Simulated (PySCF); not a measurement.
A calculation on rock-salt NaCl returned lattice constant a 5.621 Å, bulk modulus 25.9 GPa, cohesive energy 3.45 eV/atom.

For reference: lattice constant a 5.569 Å (measured, static lattice: zero-point anharmonic expansion removed; as tabulated in Mejia-Rodriguez and Trickey (2018), arXiv:1807.09216); bulk modulus 27.6 GPa (measured, 0 K value with the zero-point phonon effect removed; as tabulated in Mejia-Rodriguez and Trickey (2018), arXiv:1807.09216); cohesive energy 3.34 eV/atom (measured, static lattice: zero-point vibration energy added; as tabulated in Mejia-Rodriguez and Trickey (2018), arXiv:1807.09216).

Question: Which level of theory produced these numbers?
(A) PBE0 (PySCF)
(B) MP2 (PySCF)
(C) PBE (PySCF)
(D) Hartree–Fock (PySCF)

Answer: B, MP2 (PySCF)

The others give: Hartree–Fock 5.757 Å, 23.0 GPa, 2.60 eV/atom; PBE0 5.659 Å, 25.2 GPa, 3.12 eV/atom; PBE 5.698 Å, 23.7 GPa, 3.11 eV/atom.

Unless a cell is named, each level is at its own relaxed cell (Hartree–Fock 23.85, MP2 22.20, PBE 23.13, PBE0 22.65 Å³/atom).
